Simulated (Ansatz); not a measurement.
A nudged elastic band was laid between two geometries of BClH4O (7 atoms, charge 0, multiplicity 1).

Method: RKS BHLYP-D4/def2-SVP in Ansatz 0.2.0.

```json
{
  "movable images": "5",
  "climbing image": "yes",
  "spring": "5.0 eV/Å²",
  "optimiser": "quadratic models (default)",
  "start path": "through a guess of the saddle point",
  "force threshold": "0.03 eV/Å",
  "iteration limit": "60",
  "end points": "relaxed"
}
```

Image 0:

```xyz
7
Properties=species:S:1:pos:R:3
B 0.017 -0.092 0.131
Cl -0.401 0.540 1.814
H 1.154 0.115 -0.189
H -0.848 0.093 -0.678
O -0.013 -1.731 0.332
H -0.879 -1.984 0.665
H 0.620 -1.970 1.016
```

Image 6:

```xyz
7
Properties=species:S:1:pos:R:3
B -0.094 -0.386 -0.610
Cl 0.731 -0.420 3.202
H 0.609 0.528 -0.294
H -0.541 -0.514 -1.717
O -0.375 -1.299 0.339
H -0.938 -2.016 0.058
H 0.258 -0.923 2.114
```

Which bonds break or form, and what moves?

Bonds broken: B1–Cl2, O5–H7. Bonds formed: Cl2–H7. BClH4O becomes BH3O + ClH.

What energy profile does the band end with?

It converged. The highest image is number 2 of 0 to 6, 0.88 eV above the first end and 1.01 eV above the last; the last end lies 0.13 eV below the first. A vibrational analysis at the climbing image gives one clearly imaginary mode, 1268i cm⁻¹: a first-order saddle point. The orbitals stay closed-shell, which can raise the energy where a bond breaks towards radicals; this wasn't checked here.

| image | path coordinate (Å) | energy (eV) | B1–Cl2 (Å) | O5–H7 (Å) | Cl2–H7 (Å) |
| --- | --- | --- | --- | --- | --- |
| 0 | 0.00 | 0.00 | 1.85 | 0.96 | 2.82 |
| 1 | 0.82 | 0.03 | 1.86 | 0.97 | 2.40 |
| 2 | 1.65 | 0.88 | 2.27 | 1.24 | 1.52 |
| 3 | 2.38 | 0.04 | 2.91 | 1.93 | 1.29 |
| 4 | 3.11 | -0.08 | 3.47 | 2.06 | 1.28 |
| 5 | 3.83 | -0.11 | 3.77 | 1.96 | 1.29 |
| 6 | 4.56 | -0.13 | 3.90 | 1.92 | 1.29 |

What is the geometry of the highest image?


```xyz
7
Properties=species:S:1:pos:R:3:forces:R:3
B 0.075 -0.316 -0.100 0.01 -0.02 -0.02
Cl -0.084 0.194 2.103 0.00 0.00 0.00
H 1.139 0.135 -0.377 0.00 0.01 0.01
H -0.947 0.040 -0.602 -0.01 0.01 0.01
O 0.111 -1.715 0.364 0.01 -0.01 0.00
H -0.715 -2.176 0.211 -0.01 0.01 0.00
H 0.070 -1.191 1.491 0.00 0.00 0.02
```

What are the harmonic wavenumbers there?

1268i, 326, 499, 526, 662, 857, 994, 1119, 1141, 1209, 1284, 1578, 2685, 2817, 3970 cm⁻¹.

The run took 63 s on 1 thread of AMD EPYC 9R45 96-Core Processor (Zen 5), on a shared host, peak memory 0.13 GiB.
